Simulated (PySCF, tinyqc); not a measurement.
Starting guesses with DIIS over 6 matrices: SCF starting guesses in the sto-3g basis, for HF, spin multiplicity 1. Computed by the program tinyqc with PySCF. RHF with one setting changed at a time; a run stops when the energy changes by less than 1e-09 hartree and the error matrix is below 1e-5. Starts: the lowest orbitals of the core Hamiltonian, of the Wolfsberg-Helmholz matrix (K = 1.75), projected atomic densities, random orbitals, and the highest orbitals of the core Hamiltonian (a deliberately bad start).

Geometry (angstrom):
```
atom       x       y       z
F     0.0000  0.0000  0.0000
H     0.0000  0.0000  1.5960
```

lowest restricted solution found by these runs and by PySCF = -98.379757 hartree

Largest element of the error matrix X^T (FDS - SDF) X:
```
iteration     core  Wolfsberg-Helmholz  atomic densities   random  highest core orbitals
1          2.5e-01             3.3e-01           3.8e-01  1.8e+01                3.4e-01
2          4.4e-01             3.5e-01           3.8e-01  3.3e-01                2.9e-01
3          1.3e-01             3.9e-02           9.0e-02  3.9e-01                3.6e-01
4          3.3e-03             1.3e-03           3.5e-03  6.5e-02                3.5e-01
5          1.8e-03             1.1e-04           1.7e-03  9.6e-03                3.5e-01
6          2.3e-04             1.7e-05           2.2e-05  6.9e-03                3.1e-01
8          2.7e-11                   -                 -  5.2e-04                3.9e-03
10               -                   -                 -  9.8e-07                4.5e-07
```

How each run ends:
```
run                    iterations  E (hartree)         state
core                            8    -98.37976  lowest found
Wolfsberg-Helmholz              7    -98.37976  lowest found
atomic densities                7    -98.37976  lowest found
random                         10    -98.37976  lowest found
highest core orbitals          11    -98.37976  lowest found
```

What does the comparison show, and why?

5 of 5 runs reach the lowest restricted solution found, in 7 to 11 iterations (fastest: Wolfsberg-Helmholz, atomic densities). The first errors are 2e-01, 3e-01, 4e-01, 2e+01, 3e-01. The restricted reference is unstable here: a spin-polarised solution lies 0.0864 hartree lower (PySCF), so results built on it describe a poor reference.
